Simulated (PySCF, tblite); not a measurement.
Dissociation curve of Li2, singlet.

Levels: UCCSD(T) = CCSD(T) on UHF/6-31G in PySCF; RKS-BLYP = restricted BLYP/6-31G in PySCF; RHF/6-31G (PySCF); RCCSD = CCSD on RHF/6-31G run with PySCF; GFN2-xTB, 300 K electronic temperature (tblite).

Energies are in mEh, each relative to the lowest point of its own curve near equilibrium.

```json
[
 {"R / Å": "2.06", "UCCSD(T)": "20.5", "RKS-BLYP": "19.8", "RHF": "25.2", "RCCSD": "20.5", "GFN2-xTB": "2.4"},
 {"R / Å": "2.18", "UCCSD(T)": "13.1", "RKS-BLYP": "12.3", "RHF": "16.5", "RCCSD": "13.1", "GFN2-xTB": "0.5"},
 {"R / Å": "2.33", "UCCSD(T)": "6.5", "RKS-BLYP": "5.9", "RHF": "8.7", "RCCSD": "6.5", "GFN2-xTB": "0.0"},
 {"R / Å": "2.49", "UCCSD(T)": "2.3", "RKS-BLYP": "1.9", "RHF": "3.5", "RCCSD": "2.3", "GFN2-xTB": "1.1"},
 {"R / Å": "2.57", "UCCSD(T)": "1.1", "RKS-BLYP": "0.8", "RHF": "1.9", "RCCSD": "1.1", "GFN2-xTB": "2.2"},
 {"R / Å": "2.68", "UCCSD(T)": "0.2", "RKS-BLYP": "0.1", "RHF": "0.5", "RCCSD": "0.2", "GFN2-xTB": "4.2"},
 {"R / Å": "2.74", "UCCSD(T)": "0.0", "RKS-BLYP": "0.0", "RHF": "0.2", "RCCSD": "0.0", "GFN2-xTB": "5.5"},
 {"R / Å": "2.81", "UCCSD(T)": "0.0", "RKS-BLYP": "0.1", "RHF": "0.0", "RCCSD": "0.0", "GFN2-xTB": "7.2"},
 {"R / Å": "2.88", "UCCSD(T)": "0.3", "RKS-BLYP": "0.5", "RHF": "0.1", "RCCSD": "0.3", "GFN2-xTB": "9.1"},
 {"R / Å": "3.04", "UCCSD(T)": "1.5", "RKS-BLYP": "1.9", "RHF": "1.2", "RCCSD": "1.5", "GFN2-xTB": "13.7"},
 {"R / Å": "3.20", "UCCSD(T)": "3.5", "RKS-BLYP": "4.0", "RHF": "3.2", "RCCSD": "3.5", "GFN2-xTB": "18.0"},
 {"R / Å": "3.42", "UCCSD(T)": "6.8", "RKS-BLYP": "7.5", "RHF": "6.9", "RCCSD": "6.8", "GFN2-xTB": "22.0"},
 {"R / Å": "3.67", "UCCSD(T)": "10.8", "RKS-BLYP": "11.8", "RHF": "12.1", "RCCSD": "10.9", "GFN2-xTB": "30.1"},
 {"R / Å": "4.13", "UCCSD(T)": "17.8", "RKS-BLYP": "19.7", "RHF": "22.5", "RCCSD": "17.9", "GFN2-xTB": "46.4"},
 {"R / Å": "4.57", "UCCSD(T)": "22.8", "RKS-BLYP": "26.3", "RHF": "32.4", "RCCSD": "22.9", "GFN2-xTB": "61.9"},
 {"R / Å": "4.96", "UCCSD(T)": "25.8", "RKS-BLYP": "31.1", "RHF": "40.6", "RCCSD": "25.9", "GFN2-xTB": "74.8"},
 {"R / Å": "5.53", "UCCSD(T)": "28.3", "RKS-BLYP": "36.6", "RHF": "51.4", "RCCSD": "28.5", "GFN2-xTB": "91.3"},
 {"R / Å": "6.01", "UCCSD(T)": "29.4", "RKS-BLYP": "40.0", "RHF": "59.2", "RCCSD": "29.5", "GFN2-xTB": "102.4"},
 {"R / Å": "6.79", "UCCSD(T)": "30.2", "RKS-BLYP": "43.6", "RHF": "69.6", "RCCSD": "30.3", "GFN2-xTB": "115.1"},
 {"R / Å": "7.42", "UCCSD(T)": "30.4", "RKS-BLYP": "45.3", "RHF": "76.3", "RCCSD": "30.6", "GFN2-xTB": "121.7"},
 {"R / Å": "8.31", "UCCSD(T)": "30.5", "RKS-BLYP": "46.7", "RHF": "83.4", "RCCSD": "30.7", "GFN2-xTB": "127.1"}
]
```

At the longest distance, 8.31 Å, GFN2-xTB lies highest above its minimum (127.1 mEh) and UCCSD(T) lowest (30.5 mEh).

The unrestricted determinant behind UCCSD(T) is spin-contaminated at 2.06 to 8.31 Å (<S²> up to 1.0, against 0.00 for a pure singlet). The restricted form behind RKS-BLYP, RHF keeps the bonding electrons paired and can't separate into open-shell fragments. The T1 diagnostic of CCSD on the restricted reference of RCCSD exceeds 0.045 at 4.57 to 8.31 Å.
